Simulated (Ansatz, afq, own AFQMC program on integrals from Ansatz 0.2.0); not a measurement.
## Where AFQMC and coupled cluster stand for B, doublet

A free B atom.

Basis aug-cc-pVDZ. Noble-gas cores (and the filled d shells of Ga–Kr and In–Xe) are frozen. AFQMC by an in-house program on the Cholesky factors that Ansatz 0.2.0 writes for its CCSD(T) run. ph-AFQMC/CISD is guided by a CISD state made of CCSD amplitudes; releasing the constraint for a short imaginary time cuts its bias at the price of noise, slowly where states lie close. Free AFQMC starts from the CCSD state and is never constrained. Its projection time is finite, and what remains of the start isn't in its error. Error bars are statistical, one sigma.

Determinant: UHF, the one that the program's search chose, which needn't be the lowest solution.

Full CI on the same integrals is exact in this basis and with this determinant's frozen core.

```
T1 diagnostic                               : 0.0137
weight of the determinant in the CISD state : 0.931
⟨S²⟩ of the determinant                     : 0.761
size of the correlated space                : 3 electrons in 22 orbitals
```

Reference: full CI, correlation energy -1.658 eV. The released energy is read at 1.50 1/Eh (meV from the phaseless value at times in 1/Eh: -0.7 ± 0.7 at 0.24, -1.1 ± 0.5 at 0.50, -1.6 ± 0.4 at 1.00, -2.4 ± 0.4 at 1.50).

| level | E − E(reference) (kcal/mol) | share of correlation (%) |
| --- | --- | --- |
| HF | 38.23 | 0.00 |
| MP2 | 14.97 | 60.84 |
| CCSD | 0.82 | 97.85 |
| CCSD(T) | 0.25 | 99.34 |
| ph-AFQMC/HF | 2.95 ± 0.20 | 92.28 |
| ph-AFQMC/CISD | 0.09 ± 0.01 | 99.76 |
| released AFQMC | 0.03 ± 0.009 | 99.91 |
| free AFQMC | 0.00 ± 0.005 | 100.01 |

Free projections are given only where their last times agree within the noise and don't stop above the reference; a slow remainder of the start can still hide under it. A walk keeps the symmetry of its determinant, which the program's search chose and which needn't be the lowest solution, so a lower state of the same spin and another symmetry isn't excluded. Released energies are given only where the last usable release times agree within the noise; a slower fall can still hide under it.
